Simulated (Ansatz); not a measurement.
Geometry optimisation, RKS B3LYP-D4/STO-3G (Ansatz).

input.yaml

```yaml
crystal:
  periodic: [false, false, false]
  atoms:
    - { symbol: H, position_ang: [-0.4249, -0.1098, -3.5768] }
    - { symbol: H, position_ang: [0.0051, 0.536, -3.5122] }
    - { symbol: C, position_ang: [0.4652, -1.0861, 0.0409] }
    - { symbol: C, position_ang: [0.384, -0.0579, 1.1628] }
    - { symbol: C, position_ang: [-0.6464, 1.0232, 0.8603] }
    - { symbol: H, position_ang: [0.7772, -0.6135, -0.8874] }
    - { symbol: H, position_ang: [-0.5066, -1.5476, -0.1215] }
    - { symbol: H, position_ang: [1.1803, -1.8678, 0.2863] }
    - { symbol: H, position_ang: [0.1184, -0.5599, 2.0962] }
    - { symbol: H, position_ang: [1.364, 0.4036, 1.3027] }
    - { symbol: H, position_ang: [-0.6874, 1.7524, 1.6665] }
    - { symbol: H, position_ang: [-1.6351, 0.5842, 0.744] }
    - { symbol: H, position_ang: [-0.3939, 1.5431, -0.0617] }
basis:
  gaussian: { orbitals: STO-3G }
hamiltonian:
  xc: b3lyp
  dispersion: d4
relax:
  f_tol: 0.02
  max_steps: 40
```

Command:

```bash
$ ansatz run input.yaml --threads 1 --pin off --max-ram 2048MiB --backend cpu --events-out ev --progress --plain --runs-dir out
```

Problem. Where does it end, and by what steps?

Solution. The run converged. The force dipped under the threshold on the way, but the program's further checks kept it going. Limits of this set-up: minimal basis. After 14 steps the energy has fallen by 0.119 eV; H1 moved furthest, 0.39 Å.

| step | energy less start (eV) | largest force component (eV/Å) | accepted |
| --- | --- | --- | --- |
| 0 | 0.0000 | 1.722 | yes |
| 1 | -0.1071 | 0.702 | yes |
| 2 | -0.1165 | 0.050 | yes |
| 3 | -0.1167 | 0.030 | yes |
| 4 | -0.1169 | 0.013 | yes |
| 5 | -0.1170 | 0.073 | yes |
| 6 | -0.1170 | 0.157 | yes |
| 7 | -0.1175 | 0.005 | yes |
| 8 | -0.1177 | 0.065 | yes |
| 9 | -0.1173 | 0.248 | no |
| 10 | -0.1179 | 0.019 | yes |
| 11 | -0.1144 | 0.509 | no |
| 12 | -0.1181 | 0.141 | yes |
| 13 | -0.1184 | 0.109 | yes |
| 14 | -0.1192 | 0.007 | yes |

```xyz
13
Properties=species:S:1:pos:R:3
H -0.321 -0.002 -3.212
H -0.102 0.551 -3.633
C 0.476 -1.134 0.026
C 0.383 -0.063 1.150
C -0.659 1.044 0.821
H 0.777 -0.671 -0.926
H -0.498 -1.626 -0.122
H 1.217 -1.906 0.286
H 0.108 -0.553 2.100
H 1.374 0.400 1.296
H -0.703 1.789 1.631
H -1.662 0.608 0.697
H -0.392 1.563 -0.112
```

Whether the end is a true minimum wasn't checked by a vibrational analysis.

The run took 13 s on 1 CPU thread of a shared host.
